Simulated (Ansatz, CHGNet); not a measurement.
For hcp Os, the machine-learned potential CHGNet-r²SCAN (trained on r²SCAN data) gives:

| Property | Result |
|---|---|
| equilibrium lattice constant a | 2.755 Å |
| c axis length | 4.305 Å |

Task: What does r²SCAN-D4 (PAW; Ansatz, a quantum-chemistry and plane-wave program) give for the same quantities?

Result: 
- lattice constant a: 2.734 Å (drops by 0.8 %)
- lattice parameter c: 4.312 Å (increases by 0.2 %)

For comparison: lattice constant a 2.734 Å (measured, 293 K, not corrected to a static lattice, our sources range from 2.734 to 2.740; as tabulated in Wikipedia's data pages); lattice parameter c 4.320 Å (measured, 293 K, no zero-point or thermal correction; as tabulated in Wikipedia's data pages).

Changes are worked out from the printed values.

Unless a cell is named, each level is at its own relaxed cell (CHGNet-r²SCAN 14.15, r²SCAN-D4 13.95 Å³/atom).

Levels without +SOC leave out spin–orbit coupling, which shifts energies and cells of such heavy elements.

Ansatz's density-functional and Hartree–Fock values are scalar-relativistic unless marked +SOC, with PAW data made under PBE.
